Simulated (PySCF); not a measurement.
## Adding and removing an electron: O2

UHF-CCSD(T); O def2-TZVPPD; no relativity (PySCF 2.14). Neutral (UHF): triplet (π ↑↑), Re = 1.212 Å, ωe = 1581 cm⁻¹, De = 4.94 eV.

O₂⁺ (UHF): doublet (π ↑), Re = 1.121 Å, ωe = 1909 cm⁻¹, De = 6.34 eV to O⁺ + O. The energies at the minima are -150.13773 hartree for O2 and -149.69804 for O₂⁺.

(1) Work out the adiabatic ionisation energy, without and with harmonic zero-point energies (1 hartree = 27.2114 eV, 1 eV = 8065.5 cm⁻¹), and the change of the bond length.

Correlated steps freeze 2 core orbitals. States were picked by a PBE0 search and need not be the measured ground states.

## Answers

(1) At UHF-CCSD(T): 0.43969 hartree = 11.965 eV between the minima; the zero-point term (1909.0 − 1581.0)/2 cm⁻¹ = +0.020 eV makes it 11.985 eV. Re changes by -9.1 pm against the neutral. The electron leaves a π orbital, and the shorter bond of the ion fits an antibonding orbital, or a change in how ionic the bond is.
